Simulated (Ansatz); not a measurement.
HfO₂ (P2₁/c, No. 14): properties by level of theory

| level (code) | volume per atom (Å³/atom) | enthalpy of formation (eV/atom) |
|---|---|---|
| LDA (Ansatz) | 11.12 | -3.868 |
| PBE (Ansatz) | 11.83 | -3.460 |
| PBE-D4 (Ansatz) | 11.65 | -3.570 |
| r²SCAN (Ansatz) | 11.53 | -3.802 |
| r²SCAN+rVV10 (Ansatz) | 11.41 | -3.864 |

Caveats: the relaxation could not lower the start's symmetry, so the cell can be a saddle point above a distorted one (LDA, PBE, PBE-D4, r²SCAN, r²SCAN+rVV10). Ansatz's density-functional and Hartree–Fock values are scalar-relativistic unless marked +SOC, with PAW data made under PBE.

Ansatz is a quantum-chemistry and plane-wave program.
